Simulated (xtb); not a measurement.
NaCl, SMILES [Na][Cl]. All values are semi-empirical tight-binding results from xtb (GFN2-xTB unless named), good for trends rather than for accurate numbers. Geometry optimised at GFN2-xTB.

Optimised geometry:

```xyz
2

Na     0.0000     0.0000    -1.3633
Cl     0.0000     0.0000     0.8821
```
Charge 0, spin multiplicity 1.

For metal compounds this method's bond lengths and energies can be far off.

Computed properties:
```json
{
 "point_group_as_xtb_finds_it": "C∞v",
 "orbital_gap": "2.06 eV"
}
```

Computed atomic charges and the Wiberg bond orders between heavy atoms:
charges (e) Na1 0.67, Cl2 -0.67. Bond orders Na1–Cl2 0.62.
